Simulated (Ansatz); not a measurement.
Geometry optimisation of `CC1=CC1C`.

```yaml
crystal:
  periodic: [false, false, false]
  atoms:
    - {symbol: C, position_ang: [-1.685857, 0.895272, 0.633630]}
    - {symbol: C, position_ang: [-0.275820, 0.457950, 0.611367]}
    - {symbol: C, position_ang: [0.828616, 0.072722, 1.207368]}
    - {symbol: C, position_ang: [0.886469, 0.135891, -0.303831]}
    - {symbol: C, position_ang: [0.909614, -1.117924, -1.166305]}
    - {symbol: H, position_ang: [-2.320977, 0.194706, 0.050400]}
    - {symbol: H, position_ang: [-2.087701, 0.958619, 1.664475]}
    - {symbol: H, position_ang: [-1.793476, 1.889658, 0.149293]}
    - {symbol: H, position_ang: [1.377880, -0.160338, 2.126558]}
    - {symbol: H, position_ang: [1.429454, 0.990620, -0.769454]}
    - {symbol: H, position_ang: [0.349340, -1.945259, -0.682928]}
    - {symbol: H, position_ang: [1.948177, -1.471720, -1.342183]}
    - {symbol: H, position_ang: [0.454781, -0.935098, -2.163690]}
basis:
  gaussian: {orbitals: def2-TZVP}
hamiltonian: {xc: pbe0, dispersion: d4}
relax: {f_tol: 0.005, max_steps: 150}
```

```sh
$ ansatz run in.yaml --threads 4 --pin off --events-out ev --progress --plain --max-ram 10444MiB
```

It prints (some lines left out):

```
Functional definition: PBE0
mean field -5308.53177453 eV, -195.0849444621 hartree, gradient 3.7e-5 eV, S^2 0.000000; 0 other end points of the search recorded, 0 dependent functions left out
relax step   1: F+E_penalty+E_count = -5308.72370782 eV  Δ(F+E_penalty+E_count) = +0.000e0 eV  max|allowed force component| = 1.064e0 eV/Å  Δτ_max = 0.0000 Å  (29 SCF iters, accepted)
mean field -5308.59096272 eV, -195.0871195876 hartree, gradient 1.6e-5 eV, S^2 0.000000; 0 other end points of the search recorded, 0 dependent functions left out
relax step   2: F+E_penalty+E_count = -5308.78403979 eV  Δ(F+E_penalty+E_count) = -6.033e-2 eV  max|allowed force component| = 3.161e-1 eV/Å  Δτ_max = 0.0306 Å  (32 SCF iters, accepted)
mean field -5308.59581563 eV, -195.0872979288 hartree, gradient 1.8e-5 eV, S^2 0.000000; 0 other end points of the search recorded, 0 dependent functions left out
relax step   3: F+E_penalty+E_count = -5308.78936114 eV  Δ(F+E_penalty+E_count) = -5.321e-3 eV  max|allowed force component| = 3.375e-2 eV/Å  Δτ_max = 0.0113 Å  (32 SCF iters, accepted)
mean field -5308.59584123 eV, -195.0872988696 hartree, gradient 1.8e-5 eV, S^2 0.000000; 0 other end points of the search recorded, 0 dependent functions left out
relax step   4: F+E_penalty+E_count = -5308.78938837 eV  Δ(F+E_penalty+E_count) = -2.723e-5 eV  max|allowed force component| = 1.245e-2 eV/Å  Δτ_max = 0.0016 Å  (32 SCF iters, accepted)
mean field -5308.59582339 eV, -195.0872982141 hartree, gradient 1.8e-5 eV, S^2 0.000000; 0 other end points of the search recorded, 0 dependent functions left out
relax step   5: F+E_penalty+E_count = -5308.78937683 eV  Δ(F+E_penalty+E_count) = +1.154e-5 eV  max|allowed force component| = 2.693e-2 eV/Å  Δτ_max = 0.0032 Å  (32 SCF iters, rejected (line search))
mean field -5308.59585117 eV, -195.0872992349 hartree, gradient 1.8e-5 eV, S^2 0.000000; 0 other end points of the search recorded, 0 dependent functions left out
relax step   6: F+E_penalty+E_count = -5308.78939800 eV  Δ(F+E_penalty+E_count) = -9.629e-6 eV  max|allowed force component| = 1.884e-3 eV/Å  Δτ_max = 0.0016 Å  (32 SCF iters, accepted)
mean field -5308.59585117 eV, -195.0872992349 hartree, gradient 1.8e-5 eV, S^2 0.000000; 1 other end points of the search recorded, 0 dependent functions left out
Total energy: -5308.78943181 eV, -195.0944131922 hartree
Atom 0 at    -1.671698     0.886417     0.627944 Å, force    -0.000200     0.000149     0.001034 eV/Å
Atom 1 at    -0.269795     0.454068     0.600514 Å, force    -0.000099    -0.000939    -0.001884 eV/Å
Atom 2 at     0.815511     0.075862     1.189373 Å, force    -0.001669     0.000955     0.001024 eV/Å
Atom 3 at     0.880098     0.137795    -0.305949 Å, force     0.001139     0.000892     0.000459 eV/Å
Atom 4 at     0.902109    -1.109683    -1.156830 Å, force    -0.000059    -0.000723    -0.000170 eV/Å
Atom 5 at    -2.295484     0.196559     0.051797 Å, force     0.000055     0.000628    -0.000129 eV/Å
Atom 6 at    -2.058605     0.938779     1.647166 Å, force     0.000377    -0.000657    -0.000176 eV/Å
Atom 7 at    -1.775677     1.870791     0.161373 Å, force    -0.000158     0.000034     0.000753 eV/Å
Atom 8 at     1.351176    -0.154424     2.095628 Å, force     0.000429     0.000095    -0.000665 eV/Å
Atom 9 at     1.415985     0.977920    -0.759871 Å, force     0.000010    -0.000741    -0.000638 eV/Å
Atom 10 at     0.343823    -1.916715    -0.674640 Å, force    -0.000093     0.000283    -0.000239 eV/Å
Atom 11 at     1.925569    -1.461259    -1.320751 Å, force    -0.000137    -0.000048     0.000558 eV/Å
Atom 12 at     0.457488    -0.931012    -2.141054 Å, force     0.000406     0.000073     0.000074 eV/Å
Dipole moment:    -0.154804     0.050877     0.063946 e Å
```

Run time 21 s (4 threads of an Arm Neoverse V1 on a shared host); peak host memory 0.48 GiB.
